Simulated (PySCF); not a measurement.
Assignment exercise: C3H3N

Molfile (atoms numbered from 1):
```
C3H3N
     RDKit          3D

  7  6  0  0  0  0  0  0  0  0999 V2000
   -1.0238    0.2621   -0.0015 C   0  0  0  0  0  0  0  0  0  0  0  0
    0.0940   -0.4722   -0.0381 C   0  0  0  0  0  0  0  0  0  0  0  0
    1.4020    0.0959    0.0420 C   0  0  0  0  0  0  0  0  0  0  0  0
    2.4700    0.5430    0.1050 N   0  0  0  0  0  0  0  0  0  0  0  0
   -0.9925    1.3499    0.0935 H   0  0  0  0  0  0  0  0  0  0  0  0
   -2.0027   -0.2168   -0.0670 H   0  0  0  0  0  0  0  0  0  0  0  0
    0.0529   -1.5616   -0.1338 H   0  0  0  0  0  0  0  0  0  0  0  0
  1  2  2  0
  2  3  1  0
  3  4  3  0
  1  5  1  0
  1  6  1  0
  2  7  1  0
M  END
```

- coordinates at the PBE0-D3(BJ)/def2-SVP level
- B3LYP/pcJ-1 coupling constants
- shielding tensors at PBE/pcSseg-2 (GIAO)
- run in PySCF
- single conformer, non-relativistic, no solvent

Scale: TMS for 13C (σref 179.39), 1H (σref 31.18) (reference shieldings calculated alike).

**Question.** Assign these signals to the numbered atoms. 13C{1H} NMR (computed): δ 146.8 (CH2), 123.7 (C), 117.9 (CH).

**Answer.** 
146.8 → C1, terminal =CH2 carbon: as expected for a trigonal carbon in a double bond
123.7 → C3, nitrile carbon: C≡N carbons fall here, among the sp2 signals but without a proton
117.9 → C2, alkene CH: the olefinic region

**Question.** Assign these signals to the numbered atoms. 1H NMR (400 MHz, computed): δ 6.35 (dd, J = 19.8, 1.7 Hz, 1H), 6.13 (dd, J = 13.3, 1.7 Hz, 1H), 5.79 (dd, J = 19.8, 13.3 Hz, 1H).

**Answer.** 
6.35 → H5, hydrogen on a terminal =CH2 carbon: attached to an sp2 carbon and in the plane of the double bond
6.13 → H6, hydrogen on a terminal =CH2 carbon
5.79 → H7, hydrogen on an alkene CH: olefinic region

Multiplet labels drop couplings under 1 Hz and merge nearly equal ones. Unscaled 3J(H,H) at this level run about 10 % above measured values. Shifts are as computed, not scaled to solution data. Of 1211 compounds with measured shifts, 218 miss one by over three times the rms of a fit or turn the order of signals round; such compounds aren't used in these exercises.
